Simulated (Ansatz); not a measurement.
Double-hcp Pr, treated with r²SCAN+rVV10 (PAW; Ansatz, a program for electronic structure).

Run with plane-wave cutoff 500 eV, 24×24×6 k mesh (along the axes of the cell as run), Fermi–Dirac smearing 0.1 eV, spin-polarised with parallel moments, scalar-relativistic PAW data made under PBE.

Computed at the level's own relaxed cell.

### Question
What does this level give for the equilibrium volume per atom, lattice constant a and lattice parameter c?

### Answer

- equilibrium volume per atom = 36.49 Å³/atom
- lattice constant a = 3.731 Å
- lattice parameter c = 12.108 Å

Note: the magnetic order was assumed, not searched for or taken from measurement; the 4f shell is treated without U or exact exchange, so its levels and filling can be wrong; the volume lies 6 % above that of the published cell.

Spin–orbit coupling is not included.

Computed values are for the static lattice.
